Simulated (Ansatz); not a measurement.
# CH₆N₃+: a ladder of functionals and wavefunction methods

An exercise on one series of results from a longer session: the logs are not shown, and one member is left open.

The runs use Ansatz 0.2.0, Gaussian basis; functionals in def2-TZVPP, the program's frozen cores in correlated methods.

The runs, in order: LDA (SPW92), PBE-D4, revPBE-D4, BLYP-D4, r2SCAN-D4, B97M-V, PBE0-D4, B3LYP-D4, r2SCANh-D4, r2SCAN0-D4, HSE06-D4, BHLYP-D4, CAM-B3LYP-D4, LC-ωPBE, ωB97X-V, ωB97M-V, B2PLYP, PBE-QIDH; CCSD(T)/def2-SVP; CCSD(T)/def2-TZVPP; MP2/def2-QZVPP; extrapolation to the limit; RPA on PBE.

### Structure used throughout

All runs share one geometry, relaxed beforehand with PBE0-D4 in a triple-zeta def2 set.

SMILES `NC(N)=[NH2+]`, 10 atoms, charge 1, spin multiplicity 1.

Atoms are counted from 1 here; the program's logs count them from 0.

Bond lengths: N1–C2 1.326 Å, N1–H5 1.006 Å, N1–H6 1.006 Å, C2–N3 1.326 Å, C2–N4 1.326 Å, N3–H7 1.006 Å, N3–H8 1.006 Å, N4–H9 1.006 Å, N4–H10 1.006 Å. Angles: C2–N1–H5 121.3°, C2–N1–H6 121.3°, H5–N1–H6 117.4°, N1–C2–N3 120.0°, N1–C2–N4 120.0°, N3–C2–N4 120.0°, C2–N3–H7 121.3°, C2–N3–H8 121.3°, H7–N3–H8 117.4°, C2–N4–H9 121.3°, C2–N4–H10 121.3°, H9–N4–H10 117.4°.

Set-up of the first run:

The input, in.yaml:

```yaml
crystal:
  periodic: [false, false, false]
  atoms:
    - {symbol: N, position_ang: [-1.113626, 0.512153, -0.506945]}
    - {symbol: C, position_ang: [-0.000030, -0.000034, 0.000045]}
    - {symbol: N, position_ang: [0.511334, -1.111999, -0.511300]}
    - {symbol: N, position_ang: [0.602467, 0.600014, 1.018058]}
    - {symbol: H, position_ang: [-1.667940, 0.001709, -1.172913]}
    - {symbol: H, position_ang: [-1.437342, 1.426157, -0.240326]}
    - {symbol: H, position_ang: [1.262063, -1.600643, -0.054162]}
    - {symbol: H, position_ang: [0.163372, -1.500183, -1.371271]}
    - {symbol: H, position_ang: [1.520115, 0.321182, 1.320510]}
    - {symbol: H, position_ang: [0.159597, 1.351644, 1.518315]}
basis:
  gaussian: {orbitals: def2-TZVPP}
total_charge: 1
hamiltonian: {xc: lda}
output: {orbitals: {seedname: orbitals}}
```

Among the steps run: LDA; PBE-D4 (GGA); revPBE-D4 (GGA); BLYP-D4 (GGA); r2SCAN-D4 (meta-GGA); B97M-V (meta-GGA); PBE0-D4 (hybrid); B3LYP-D4 (hybrid); r2SCANh-D4 (hybrid); r2SCAN0-D4 (hybrid); HSE06-D4 (hybrid); BHLYP-D4 (hybrid); CAM-B3LYP-D4 (range-separated); LC-ωPBE-D4 (range-separated; the results give it without D4); ωB97X-V (range-separated); ωB97M-V (range-separated); B2PLYP (double hybrid); PBE-QIDH (double hybrid).

One table of the session follows, with a row left open; its other results are not shown here.

It belongs to the step «Frontier levels by functional». Levels are read from the orbital files that the runs wrote:

```
  functional  HOMO (eV)  LUMO (eV)  gap (eV)
 LDA (SPW92)     -12.36      -5.96      6.40
      PBE-D4     -12.20      -5.73      6.47
   revPBE-D4     -12.14      -5.64      6.50
     BLYP-D4     -12.09      -5.64      6.45
   r2SCAN-D4     -12.51      -5.43      7.09
      B97M-V          ?          ?         ?
     PBE0-D4     -13.66      -4.64      9.03
    B3LYP-D4     -13.42      -4.93      8.50
  r2SCANh-D4     -13.06      -5.03      8.03
  r2SCAN0-D4     -13.89      -4.44      9.44
    HSE06-D4     -13.26      -5.02      8.23
    BHLYP-D4     -15.05      -3.62     11.42
CAM-B3LYP-D4     -15.11      -3.47     11.64
     LC-ωPBE     -16.53      -2.26     14.27
     ωB97X-V     -16.13      -2.29     13.85
     ωB97M-V     -16.03      -2.79     13.24
```

Q: Estimate the row for B97M-V from the others.

As computed: HOMO (eV): -12.62; LUMO (eV): -5.26; gap (eV): 7.35. In the column «HOMO (eV)» it lies between r2SCANh-D4 (-13.06) and r2SCAN-D4 (-12.51).
